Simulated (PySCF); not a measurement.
## How the method changes the constants of LiC

State: ⁴Σ⁻ (quartet), unpaired electrons σ ↑, π ↑↑. Set-up: basis Li 3-21G, C 3-21G; no relativity; PySCF 2.14. De refers to Li + C in their high-spin ground configurations, without counterpoise correction. The functionals are run spin-unrestricted. A positive dipole means Li(−)C(+).

```csv
Level,Re (Å),ωe (cm⁻¹),De (eV),μ (D)
UHF,1.916,744,1.92,-6.36
UHF-MP2,1.929,724,2.19,n/a
UHF-SCS-MP2,1.927,726,2.04,n/a
UHF-CCSD,1.934,714,2.13,n/a
UHF-CCSD(T),1.937,710,2.15,n/a
LDA,1.911,703,3.12,-5.18
PBE,1.927,692,2.76,-5.16
revPBE,1.938,682,2.65,-5.22
TPSS,1.926,699,2.73,-5.39
r²SCAN,1.930,703,2.82,-5.63
PBE0,1.913,719,2.64,-5.63
LC-ωPBE,1.903,738,2.65,-5.99
```

The bond length runs from 1.903 Å (LC-ωPBE) to 1.938 Å (revPBE). De spans 1.92 eV (UHF, mean field) to 3.12 eV (LDA, local density). Correlation at CCSD(T) changes the Hartree–Fock bond energy by +0.23 eV; the triples alone change it by +0.02 eV.

Correlated steps freeze 1 core orbital. 3-21G is very small, so such numbers show the basis as much as the molecule. The state is the lowest determinant that a PBE0 search found; another state may lie lower at other levels.

The whole job (state search and all levels along the bond) took about 0.44 min on 1 thread of Arm Neoverse V1 (shared host), peak memory 0.3 GiB.
